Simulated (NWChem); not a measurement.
**Correlation energy of Cl**

```xyz
1

Cl     0.0000     0.0000     0.0000
```
Charge 0, spin multiplicity 2.

Program: NWChem.

Basis set: 6-311G**. Each correlation energy counts from its own Hartree-Fock reference.

| method | correlation energy (mHa) |
|---|---|
| UMP2 | -112.1 |
| SCS-UMP2 | -110.8 |
| CCSD on UHF | -128.5 |
| CCSD[T] on UHF | -130.2 |
| CCSD(T) on UHF | -130.2 |
| CCSD on ROHF | -132.2 |
| CCSD[T] on ROHF | -134.0 |
| CCSD(T) on ROHF | -134.0 |
| CCSDT on ROHF | -134.2 |

The values span 23.4 mHa, from CCSDT on ROHF (lowest) to SCS-UMP2 (highest). 

The correlated methods keep 5 core orbitals frozen. The Pople sets run with spherical d functions. The stability of the SCF solutions was not checked. Open-shell Hartree-Fock references start from PBE0 orbitals. No row is a measurement; the coupled-cluster row has its own basis-set and correlation limits.
